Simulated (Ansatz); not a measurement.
Input and command of a calculation in Ansatz (plane waves; scalar-relativistic PAW potentials unless the input names others):

```yaml
crystal:
  lattice:
    - [4.8341733752, 0.0, 0.0]
    - [0.0, 4.8341733752, 0.0]
    - [0.0, 0.0, 4.8341733752]
  atoms:
    - { symbol: Mg, position: [0.0, 0.5, 0.5] }
    - { symbol: Mg, position: [0.5, 0.5, 0.0] }
    - { symbol: Mg, position: [0.5, 0.0, 0.5] }
    - { symbol: Mg, position: [0.0, 0.0, 0.0] }
    - { symbol: O, position: [0.4111698607, 0.0888301393, 0.9111698607] }
    - { symbol: O, position: [0.0888301393, 0.9111698607, 0.4111698607] }
    - { symbol: O, position: [0.9111698607, 0.4111698607, 0.0888301393] }
    - { symbol: O, position: [0.5888301393, 0.5888301393, 0.5888301393] }
    - { symbol: O, position: [0.4111698607, 0.4111698607, 0.4111698607] }
    - { symbol: O, position: [0.0888301393, 0.5888301393, 0.9111698607] }
    - { symbol: O, position: [0.9111698607, 0.0888301393, 0.5888301393] }
    - { symbol: O, position: [0.5888301393, 0.9111698607, 0.0888301393] }
basis:
  ecutwfc: 500
kpoints:
  mp_grid: { grid: [6, 6, 6] }
hamiltonian:
  xc: r2scan
  hubbard: { sites: [{ species: Mg, l: p, u_eff: 20.0 }] }
scf:
  occupations: { method: gaussian, width: 0.02 }
  max_iter: 50
output:
  forces: true
  eigenvalues: true
  stress: true
```

```bash
ansatz run input.yaml --threads 4 --pin off --max-ram 10240MiB --backend cpu --events-out ev --progress --plain --runs-dir out
```

Abridged log:
```
Mg: projections on atomic orbitals take those of the free atom [He] 2s2 2p6 3s2, of charge +0.00 (hamiltonian.pseudopotentials.projection_atoms); the dataset's partial waves leave at most 2.0e-8 of an orbital's norm unspanned inside its sphere
Mg: the file doesn't list 3p, so it is added from the neutral free atom; the dataset's partial waves leave at most 1.8e-2 of an orbital's norm unspanned inside its sphere
O: projections on atomic orbitals take those of the free atom [He] 2s2 2p4, of charge +0.00 (hamiltonian.pseudopotentials.projection_atoms); the dataset's partial waves leave at most 1.9e-8 of an orbital's norm unspanned inside its sphere
Pseudopotentials: kind: paw
Pseudopotential: Mg, paw, valence charge 10, recommended cutoff 500 eV (meta_gga)
Pseudopotential: O, paw, valence charge 6, recommended cutoff 500 eV (meta_gga)
Functional definition: r2SCAN
Crystal: 12 atoms, lattice volume = 112.971 Å³
Basis set: ecut = 500 eV, 2897 PW (Γ), exchange–correlation on 144×144×144 points (64 copies of the dense FFT grid, shifted against one another)
Bands: 56, of which v1, the nominal top of the filled ones, is band 44 counted from 1 (43 counted from 0)
Symmetry: 24 space group operations
Space group: Pa-3 (ITA 205), of the structure as read, at distance tolerance 4.8e-5 Å
k-points: 24 of 216
Initial density: superposition of atomic densities (chi_scale 0.1, normalization cell, long waves of neutral atoms under a Hubbard term (reshape's long-wave potential 0.00 eV rms, cloud 2.07 Å wide))
Initial wavefunctions: pseudopotential atomic-orbital guess
Functional: x = r2scan, c = r2scan; τ floored in thin density (d = 2e-4 eV/Å³)
SCF iter   1: F=—  HF=-12231.924063 eV  |F-HF|=—  |Δ(HF+E_count)|=         —  Δρ=1.61e-1  dr2=1.29e1  dr2_τ=1.16e0  ethr=3.10e-3  ⟨swp⟩=7.3  Hψ=5493  notcnv=0
SCF iter   2: F=—  HF=-12231.773034 eV  |F-HF|=—  |Δ(HF+E_count)|=   1.51e-1  Δρ=7.84e-2  dr2=3.24e0  dr2_τ=1.24e-1  ethr=3.10e-3  ⟨swp⟩=2.1  Hψ=2629  notcnv=0  defer=189
SCF iter   3: F=—  HF=-12232.222782 eV  |F-HF|=—  |Δ(HF+E_count)|=   4.50e-1  Δρ=1.01e-2  dr2=9.60e-2  dr2_τ=8.93e-3  ethr=3.10e-3  ⟨swp⟩=2.8  Hψ=2288  notcnv=0  defer=189
SCF iter   4: F=—  HF=-12232.239738 eV  |F-HF|=—  |Δ(HF+E_count)|=   1.70e-2  Δρ=2.59e-3  dr2=5.66e-3  dr2_τ=8.62e-4  ethr=1.09e-4  ⟨swp⟩=2.1  Hψ=2067  notcnv=0  defer=189
SCF iter   5: F=—  HF=-12232.241191 eV  |F-HF|=—  |Δ(HF+E_count)|=   1.45e-3  Δρ=6.65e-4  dr2=3.40e-4  dr2_τ=2.25e-5  ethr=6.43e-6  ⟨swp⟩=2.2  Hψ=2212  notcnv=0  defer=189
SCF iter   6: F=—  HF=-12232.241309 eV  |F-HF|=—  |Δ(HF+E_count)|=   1.18e-4  Δρ=8.26e-5  dr2=3.59e-6  dr2_τ=9.26e-7  ethr=3.86e-7  ⟨swp⟩=2.0  Hψ=1751  notcnv=0  defer=189
SCF iter   7: F=—  HF=-12232.241314 eV  |F-HF|=—  |Δ(HF+E_count)|=   5.05e-6  Δρ=2.32e-5  dr2=2.45e-7  dr2_τ=4.30e-8  ethr=4.08e-9  ⟨swp⟩=2.0  Hψ=2386  notcnv=0  defer=189
SCF iter   8: F=-12232.241315 eV  HF=-12232.241315 eV  |F-HF|=3.73e-9  |Δ(HF+E_count)|=   3.67e-7  Δρ=2.40e-6  dr2=3.87e-9  dr2_τ=4.52e-10  ethr=1.14e-10  ⟨swp⟩=10.8  Hψ=6381  notcnv=0
SCF 1 converged in 8 iterations: F = -12232.241315 eV  dr2 = 3.87e-9
SCF converged after 8 iterations
Free energy (F): -12232.241315 eV
Harris-Foulkes:  -12232.241315 eV  (|F-HF|=3.73e-9)
Internal energy: -12232.241315 eV  (E = F + TS)
E sigma→0 (E₀):  -12232.241315 eV
Fermi energy:    10.056003 eV
--- Forces (eV/Å), atoms counted from 1 ---
  atom   1  Mg     0.00000000     0.00000000     0.00000000
  atom   2  Mg     0.00000000     0.00000000     0.00000000
  atom   3  Mg     0.00000000     0.00000000     0.00000000
  atom   4  Mg     0.00000000     0.00000000     0.00000000
  atom   5  O      0.28421413    -0.28421413     0.28421413
  atom   6  O     -0.28421413     0.28421413     0.28421413
  atom   7  O      0.28421413     0.28421413    -0.28421413
  atom   8  O     -0.28421413    -0.28421413    -0.28421413
  atom   9  O      0.28421413     0.28421413     0.28421413
  atom  10  O     -0.28421413    -0.28421413     0.28421413
  atom  11  O      0.28421413    -0.28421413    -0.28421413
  atom  12  O     -0.28421413     0.28421413    -0.28421413
--- Stress (GPa, compression-positive) ---
        8.970080       0.000000       0.000000
        0.000000       8.970080       0.000000
        0.000000       0.000000       8.970080
  P = ⅓ Tr σ = 8.9701 GPa (89.701 kbar)
Occupation matrices written to <dir>
```

Problem. What should be changed?

Solution. The fault is an enormous or negative U (hamiltonian.hubbard: not typed → {"sites": [{"species": "Mg", "l": "p", "u_eff": 20.0}]}, the first being the value of the sound run). Setting it back cures it. The run converged all the same, with an energy at zero smearing 2.0 eV/atom above the reference's (the Hamiltonian itself differs), pressure 8.97 GPa, largest force 0.492 eV/Å, gap on the mesh 5.27 eV, so convergence alone doesn't show that an input is right. A reference run on usual settings, whose relaxation ended at this geometry, converged, and the end of its own relaxation has pressure 0.01 GPa, largest force 0.003 eV/Å, gap on the mesh 4.71 eV.

Time: 14 s on 4 threads of Intel(R) Xeon(R) Processor @ 2.50GHz (Skylake/Cascade Lake) (shared host), peak memory 0.82 GiB.